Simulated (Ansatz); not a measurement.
**AlH3Cl− (SMILES [H][Al-]([H])([H])[Cl]): BCCD(T)/STO-3G**

What is the vertical singlet–triplet gap of AlH3Cl− at BCCD(T)/STO-3G? 

The results are computed with Ansatz 0.2.0.

1 further run of the same task is left out (it didn't finish).

**1. The system as given**

The species is AlH3Cl− (5 atoms), meant as a singlet with charge -1. As SMILES, `[H][Al-]([H])([H])[Cl]`. The shape comes from GFN2-xTB, which is rough for such elements, and wasn't checked as a minimum.

Bond lengths: Al1–Cl2 2.096 Å, Al1–H3 1.609 Å, Al1–H4 1.608 Å, Al1–H5 1.609 Å. Angles: Cl2–Al1–H3 107.0°, Cl2–Al1–H4 107.2°, Cl2–Al1–H5 107.4°, H3–Al1–H4 111.6°, H3–Al1–H5 111.7°, H4–Al1–H5 111.8°.

**2. A single-point energy at BCCD(T)/STO-3G**

input.yaml

```yaml
crystal:
  periodic: [false, false, false]
  atoms:
    - {symbol: Al, position_ang: [-0.002450, 0.000420, -0.134210]}
    - {symbol: Cl, position_ang: [0.013850, -0.018360, 1.961810]}
    - {symbol: H, position_ang: [1.532100, 0.011680, -0.616990]}
    - {symbol: H, position_ang: [-0.775390, 1.334390, -0.590440]}
    - {symbol: H, position_ang: [-0.768110, -1.328130, -0.620160]}
basis:
  gaussian:
    orbitals: STO-3G
total_charge: -1
correlation:
  method: bccd_t
  frozen_orbitals: {Al: 5, Cl: 5, H: 0}
accuracy: high
scf:
  omitted_lower_state_checks: [cluster_reference, increment]
```

Run with:

```
$ ansatz run input.yaml --threads 1 --pin off --max-ram 2610MiB --events-out events.jsonl --progress --plain --runs-dir runs
```

Log:

```text
Warning: RAYON_NUM_THREADS=1 ignored (pool sized by the plan → 1); use --threads N
Functional definition: HF
  name "HF"
  exchange = exact_x
  correlation = 0
these checks for a lower state are left out or cut short: cluster_reference, increment
362 factors; integrals over basis functions are off by at most 1.3e-8 eV
mean field evaluation 1: about -18919.4748 eV, gradient 1.4e1 eV
mean field evaluation 2: about -18919.4848 eV, gradient 1.4e1 eV
mean field evaluation 4: about -18920.3376 eV, gradient 5.4e-1 eV
mean field evaluation 8: about -18920.3380 eV, gradient 4.1e-5 eV
mean field -18920.33797284 eV, -695.3095958362 hartree, gradient 8.0e-8 eV, S^2 0.000000; 0 other end points of the search recorded, 0 dependent functions left out
10 core orbitals not correlated: weight in the atoms' cores, before any rotation towards them, 0.999 or more for the frozen orbitals, at most 0.000 for the correlated occupied ones
reference -18920.33797284 eV, -695.3095958362 hartree; 7, 7 occupied and 4, 4 virtual orbitals, 362 factors
second order -0.98826645 eV of doubles, -0.00000000 eV of singles
cycle   1  -1.26935825 eV  change   -2.8e-1 eV  update   4.5e-2
cycle   2  -1.41353574 eV  change   -1.4e-1 eV  update   1.6e-2
cycle   3  -1.41525646 eV  change   -1.7e-3 eV  update   1.1e-3
cycle   4  -1.41543708 eV  change   -1.8e-4 eV  update   3.7e-4
cycle   5  -1.41553379 eV  change   -9.7e-5 eV  update   8.9e-5
cycle   6  -1.41554038 eV  change   -6.6e-6 eV  update   2.6e-5
cycle   7  -1.41553271 eV  change    7.7e-6 eV  update   7.1e-6
cycle   8  -1.41553485 eV  change   -2.1e-6 eV  update   1.5e-6
cycle   9  -1.41553524 eV  change   -4.0e-7 eV  update   3.2e-7
cycle  10  -1.41553513 eV  change    1.2e-7 eV  update   7.7e-8
cycle  11  -1.41553508 eV  change    4.9e-8 eV  update   2.0e-8
cycle  12  -1.41553507 eV  change    1.1e-8 eV  update   8.4e-9
cycle  13  -1.41553500 eV  change    6.6e-8 eV  update   5.7e-8
cycle  14  -1.41553497 eV  change    2.8e-8 eV  update   1.8e-8
cycle  15  -1.41553497 eV  change    1.7e-9 eV  update   3.4e-9
cycle  16  -1.41553497 eV  change   -1.5e-9 eV  update  7.0e-10
cycle  17  -1.41553497 eV  change  -2.7e-10 eV  update  1.7e-10
perturbative correction -0.01105534 eV, -0.0004062763 hartree
Total energy: -18921.76456316 eV, -695.3620220633 hartree
Checks for a lower state left out: cluster_reference, increment
```

Run time: 0.16 s. Hardware: 1 thread of Intel Xeon 6975P-C (Granite Rapids), shared host.

**3. The triplet at the same level**

in.yaml

```yaml
crystal:
  periodic: [false, false, false]
  atoms:
    - {symbol: Al, position_ang: [-0.002450, 0.000420, -0.134210]}
    - {symbol: Cl, position_ang: [0.013850, -0.018360, 1.961810]}
    - {symbol: H, position_ang: [1.532100, 0.011680, -0.616990]}
    - {symbol: H, position_ang: [-0.775390, 1.334390, -0.590440]}
    - {symbol: H, position_ang: [-0.768110, -1.328130, -0.620160]}
basis:
  gaussian: {orbitals: STO-3G}
total_charge: -1
magnetization: {spin_polarized: true, initial_magnetization: 2}
correlation: {method: bccd_t, frozen_orbitals: {Al: 5, Cl: 5, H: 0}}
accuracy: high
scf: {omitted_lower_state_checks: [cluster_reference, increment]}
```

Run with:

```
$ ansatz run in.yaml --threads 1 --pin off --max-ram 2610MiB --events-out events.jsonl --progress --plain --runs-dir runs
```

Log:

```text
Warning: RAYON_NUM_THREADS=1 ignored (pool sized by the plan → 1); use --threads N
[... 12 lines left out ...]
10 core orbitals not correlated: weight in the atoms' cores, before any rotation towards them, 0.999 or more for the frozen orbitals, at most 0.000 for the correlated occupied ones
[... 45 lines left out ...]
Total energy: -18909.99929485 eV, -694.9296564279 hartree
Checks for a lower state left out: cluster_reference, increment
```

Wall time 0.32 s (1 thread of Intel Xeon 6975P-C (Granite Rapids), shared host).

**4. What came out**

At BCCD(T)/STO-3G, 10 core orbitals frozen:

| quantity | value |
| --- | --- |
| singlet: total energy | -695.36202 Eh |
| singlet: correlation energy (10 core orbitals frozen) | -52.4 mEh |
| singlet: (T) correction | -0.41 mEh |
| triplet: total energy | -694.92966 Eh |
| triplet: correlation energy (10 core orbitals frozen) | -47.4 mEh |
| triplet: (T) correction | -1.54 mEh |
| triplet: ⟨S²⟩ of the reference determinant | 2.003 |
| vertical energy of the triplet above the singlet | 11.765 eV |

**Reading.** At this shape the triplet lies 11.77 eV (1135 kJ/mol) above the singlet. For an anion a state so high probably lies above electron detachment. In a minimal basis such a difference can be off by several eV, whatever the method. The triples (singlet) make up 0.8 % of the correlation energy. The triples (triplet) make up 3.3 % of the correlation energy.
